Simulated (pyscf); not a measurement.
Single points on ωB97X-D3(BJ)/def2-SVP structures (PySCF, gas phase).

Task: disilane (H₃Si–SiH₃) + hydrogen chloride (HCl) → H₃Si–SiH₂–Cl + hydrogen (H₂)
Surface: singlet. Broken: H–Si, Cl–H. Formed: Cl–Si, H–H. Give ΔE‡ and ΔE from ωB97M-D3(BJ)/def2-TZVP, relative to the separated reactants.

Result: ΔE‡ = 1.49 eV, ΔE = -0.72 eV. Zero-point energy shifts the barrier by +0.06 eV. It is a four-centre exchange, with an imaginary mode of 853i cm⁻¹. One saddle was located; it need not be the lowest between these sides.
